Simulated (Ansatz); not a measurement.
# AlH3: a dynamics run in two tries

The task is a short trajectory.

All numbers below are computed with Ansatz 0.2.0 (RKS PBE0/def2-SVP).

**1. The system as given**

Bond lengths: Al1–H2 1.590 Å, Al1–H3 1.590 Å, Al1–H4 1.590 Å. Angles: H2–Al1–H3 120.0°, H2–Al1–H4 120.0°, H3–Al1–H4 120.0°.

Structure file:

```xyz
4

Al    0.0000    0.0000    0.0000
H     0.0000    0.0000    1.5902
H     1.3771    0.0000   -0.7951
H    -1.3771    0.0000   -0.7951
```

**2. First attempt**

File input.yaml:

```yaml
crystal:
  periodic: [false, false, false]
  atoms:
    - { symbol: Al, position_ang: [0.0, 0.0, 3.0e-06] }
    - { symbol: H, position_ang: [0.0, 0.0, 1.590162] }
    - { symbol: H, position_ang: [1.377115, 0.0, -0.795083] }
    - { symbol: H, position_ang: [-1.377115, 0.0, -0.795083] }
basis:
  gaussian: { orbitals: def2-SVP }
hamiltonian:
  xc: pbe0
md:
  timestep: 0.5
  n_steps: 25
  ensemble: nvt_langevin
  temperature: 2000.0
  initial_velocities: maxwell_boltzmann
  seed: 449074
  friction: 0.01
  dt: 0.5
```

On the command line:

```bash
$ ansatz run input.yaml --threads 1 --pin off --max-ram 2048MiB --backend cpu --events-out ev --progress --plain --runs-dir out
```

**Question.** What will these runs give? Wanted: first try.

As calculated:

| quantity | value |
| --- | --- |
| first try | refused |
| cause | one key bears a name from other programs (dt, n_images) that this one doesn't know |

What this shows: The fault in the first input was caught at the input check and cost nothing.
